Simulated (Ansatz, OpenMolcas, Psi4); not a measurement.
SiH2O2 (SMILES O[Si]O): the HOMO–LUMO gap, rung by rung

The species is SiH2O2 (5 atoms), meant as a singlet with charge 0. As SMILES, `O[Si]O`. Geometry: relaxed at PBE0-D4/def2-TZVP. This is one conformer, not always the lowest.

```xyz
5

O    -1.4432   -0.1056   -0.2750
Si   -0.2120   -0.7913    0.5677
O     1.0360    0.1875    0.0686
H    -1.2319    0.6489   -0.8361
H     1.9011   -0.0131    0.4334
```

Quantity: the HOMO–LUMO gap, in eV. The values are calculated.

| level | kind | program | value (eV) | CPU time |
| --- | --- | --- | --- | --- |
| HF/aug-cc-pVDZ | Hartree–Fock | OpenMolcas | 10.75 | 12 s |
| SVWN5/aug-cc-pVDZ | LDA | Ansatz | 3.95 | 3 s |
| PBE/aug-cc-pVDZ | GGA | Ansatz | 3.99 | 4.5 s |
| revPBE/aug-cc-pVDZ | GGA | Psi4 | 4.00 | 15 s |
| TPSS/aug-cc-pVDZ | meta-GGA | Psi4 | 4.16 | 20 s |
| M06-2X/aug-cc-pVDZ | hybrid meta-GGA | OpenMolcas | 7.75 | 45 s |
| HSE06/aug-cc-pVDZ | range-separated hybrid | Ansatz | 5.15 | 5.1 s |
| wB97M-V/aug-cc-pVDZ | range-separated hybrid | Ansatz | 9.77 | 36 s |

The values span 3.95 to 10.75 eV. Orbital gaps aren't excitation energies; they tend to grow with the share of exact exchange. CPU times are rough (shared hosts, several kinds of processor and program).
